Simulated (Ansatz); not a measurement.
# CH2− (doublet): from Hartree-Fock to the top rungs, aug-cc-pVTZ

How much of the correlation energy of CH2− (doublet) does each wave-function method recover here?

Method: aug-cc-pVTZ, core rule «outside noble gas», up to 1 orbitals frozen; program: Ansatz 0.2.0, Gaussian basis.

To be run: UHF; CCSD(T) on ROHF; CCSD(T) on UHF; BCCD(T) on ROHF; CCSDT(Q) on ROHF; CCSDT(Q) on UHF; CASSCF and MRCISD+Q, 7 electrons in 6 orbitals; CASSCF and NEVPT2, 7 electrons in 6 orbitals.

5 further runs of the same task are left out: 5 set aside as unsound or not needed. Runs told in other sessions of the task aren't counted.

### 1 What is computed

The geometry is a PBE0/def2-TZVPD stationary point (not a proven minimum).

3 atoms, charge -1, spin multiplicity 2.

Atoms are counted from 1 here; the program's logs count them from 0.

Bond lengths: C1–H2 1.125 Å, C1–H3 1.125 Å. Angles: H2–C1–H3 101.0°.

### 2 UHF

in.yaml reads:

```yaml
crystal:
  periodic: [false, false, false]
  atoms:
    - {symbol: C, position_ang: [0.000000, -0.102916, 0.000000]}
    - {symbol: H, position_ang: [0.000000, 0.613177, -0.867919]}
    - {symbol: H, position_ang: [0.000000, 0.613177, 0.867919]}
basis:
  gaussian: {orbitals: aug-cc-pVTZ}
total_charge: -1
magnetization: {spin_polarized: true, initial_magnetization: 1}
hamiltonian: {xc: hf}
output: {orbitals: {seedname: orbitals}}
```

Run with:

```console
> ansatz run in.yaml --threads 1 --pin off --events-out ev --progress --plain --max-ram 2816MiB --backend cpu
```

Further steps of the session: CCSD(T) on ROHF; CCSD(T) on UHF; BCCD(T) on ROHF; CCSDT(Q) on ROHF; CCSDT(Q) on UHF; CASSCF and MRCISD+Q, 7 electrons in 6 orbitals; CASSCF and NEVPT2, 7 electrons in 6 orbitals.

**Question.** What will the summary of the whole plan be? Wanted: UCCSDT(Q) from the RHF energy; RMP2 from UCCSDT(Q); UMP2 from UCCSDT(Q); RCCSD from UCCSDT(Q); RCCSD(T) from UCCSDT(Q); UCCSD(T) from UCCSDT(Q); RCCSDT(Q) from UCCSDT(Q); NEVPT2 valence from UCCSDT(Q); MRCISD+Q valence from UCCSDT(Q).

**Answer**, as computed:

| quantity | value |
| --- | --- |
| UCCSDT(Q) from the ROHF energy | -5.5656 eV |
| RMP2 from UCCSDT(Q) | +16.08 kcal/mol |
| UMP2 from UCCSDT(Q) | +16.48 kcal/mol |
| RCCSD from UCCSDT(Q) | +5.87 kcal/mol |
| RCCSD(T) from UCCSDT(Q) | +0.71 kcal/mol |
| UCCSD(T) from UCCSDT(Q) | +0.72 kcal/mol |
| RCCSDT(Q) from UCCSDT(Q) | +0.03 kcal/mol |
| NEVPT2 valence from UCCSDT(Q) | +22.38 kcal/mol |
| MRCISD+Q valence from UCCSDT(Q) | +1.37 kcal/mol |
| levels within 1 kcal/mol (43 meV) | RCCSD(T), UCCSD(T), BCCD(T), RCCSDT, UCCSDT, RCCSDT(Q) |
| T1 diagnostic | 0.021 |
| effectively unpaired electrons | 1.01 |

What this shows: RCCSD(T) misses by +0.71 kcal/mol, 0.6 % of the correlation energy. One determinant dominates. Of the multireference levels listed MRCISD+Q valence comes nearest in total energy (+1.37 kcal/mol), which doesn't show that its space is the better one. These misses are within one basis, not against nature; the frozen cores of restricted and unrestricted runs differ, which can shift their rows.
